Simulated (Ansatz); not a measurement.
**Relaxing KRb2NiF6**

The calculation used DFT r2SCAN, scalar-relativistic, plane waves, PAW (Ansatz). Cutoff 500 eV, Γ-centred k mesh, Gaussian smearing, collinear spin, first started from parallel moments.

The start is a database structure of KRb2NiF6, space group Fm-3m (No. 225).

```
CELL_PARAMETERS angstrom
0.00000 4.44882 4.44882
4.44882 0.00000 4.44882
4.44882 4.44882 0.00000
ATOMIC_POSITIONS crystal
K 0.50000 0.50000 0.50000
Rb 0.75000 0.75000 0.75000
Rb 0.25000 0.25000 0.25000
Ni 0.00000 0.00000 0.00000
F 0.78409 0.21591 0.78409
F 0.21591 0.21591 0.78409
F 0.78409 0.78409 0.21591
F 0.78409 0.21591 0.21591
F 0.21591 0.78409 0.21591
F 0.21591 0.78409 0.78409
```

Steps on the 8×8×8 mesh (10 atoms). 5 of 6 steps are shown, and the free energy counts from the last. Trial steps that were taken back and renewals of the plane-wave basis can be among the rows.

```
step  ΔF (meV/atom) V (Å³/atom) P (GPa) largest force component (eV/Å)
   1           14.0        17.61    -3.49                           0.550
   2            2.7        16.78    -1.47                           0.410
   3           -0.4        16.53     0.34                           0.144
   4           -0.8        16.53    -0.01                           0.010
   6            0.0        16.54     0.02                           0.000
```

A final relaxation ran on a 8×8×8 mesh. The relaxed crystal, Fm-3m (No. 225):

Space group Fm-3m (No. 225). a = 8.713 Å, b = 8.713 Å, c = 8.713 Å, α = 90.00°, β = 90.00°, γ = 90.00°
```tsv
atom	site	symmetry	x	y	z
K	4b	m-3m	0.5000	0.0000	0.0000
Rb	8c	-43m	0.2500	0.2500	0.7500
Ni	4a	m-3m	0.0000	0.0000	0.0000
F	24e	4m.m	0.5000	0.2851	0.0000
```

```json
{
  "Volume per atom": "16.54 Å³",
  "Density": "3.84 g/cm³",
  "Energy over the elements": "-2.66 eV/atom",
  "Gap on the 8×8×8 mesh": "0 eV (a metal)",
  "Net moment per atom": "0.10 μB",
  "Largest site moment": "0.93 μB"
}
```

Formation energies are uncorrected and refer to the elements' standard structures at the same level (F₂ as a molecule).

The final run used a 8×8×8 mesh on its 10-atom cell and 0.10 eV smearing. The k mesh leaves about 4 meV/atom of noise in metals. The magnetic state reached may not be the lowest.

Symmetry constrained the relaxation, so the result can be a saddle point.

Cost: 3 runs of about 17 core-minutes in all, on Arm Neoverse V1 (shared hosts).